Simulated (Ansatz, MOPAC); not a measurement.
# Wurtzite ZnO: properties by level of theory

Reference values: lattice constant a 3.248 Å (measured, 4 K, zero-point motion not removed; as tabulated in arXiv:1206.3780); lattice parameter c 5.204 Å (measured, 4 K, zero-point motion not removed; as tabulated in arXiv:1206.3780).

```csv
level (code),lattice constant a (Å),lattice parameter c (Å)
PM6 semi-empirical Hartree-Fock (MOPAC),3.294,5.379
LDA (Ansatz),3.187,5.152
PBE-D3(BJ) (Ansatz),3.255,5.256
r²SCAN+rVV10 (Ansatz),3.225,5.196
B3LYP (VWN-RPA form) (Ansatz),3.275,5.282
HSE06 (Ansatz),3.250,5.222
```

Differences from the reference values (errors of the level alone only where the reference is corrected to a static lattice):

```
level                                    lattice constant a (%)  lattice parameter c (%)
---------------------------------------  ----------------------  -----------------------
PM6 semi-empirical Hartree-Fock (MOPAC)                   +1.42                    +3.36
LDA                                                       -1.88                    -1.00
PBE-D3(BJ)                                                +0.22                    +1.00
r²SCAN+rVV10                                              -0.71                    -0.15
B3LYP (VWN-RPA form)                                      +0.83                    +1.50
HSE06                                                     +0.06                    +0.35
```

Nearest: lattice constant a, not ranked (one source); lattice parameter c, not ranked (one source).

Caveats: the method was fitted mainly to molecules (PM6 semi-empirical Hartree-Fock (MOPAC)); the run uses a supercell at the zone centre in place of a k mesh (PM6 semi-empirical Hartree-Fock (MOPAC)). Ansatz's density-functional and Hartree–Fock values are scalar-relativistic unless marked +SOC, with PAW data made under PBE.

Differences are worked out from the printed values.

Computed values are for the static lattice.

Ansatz is a quantum-chemistry and plane-wave program.
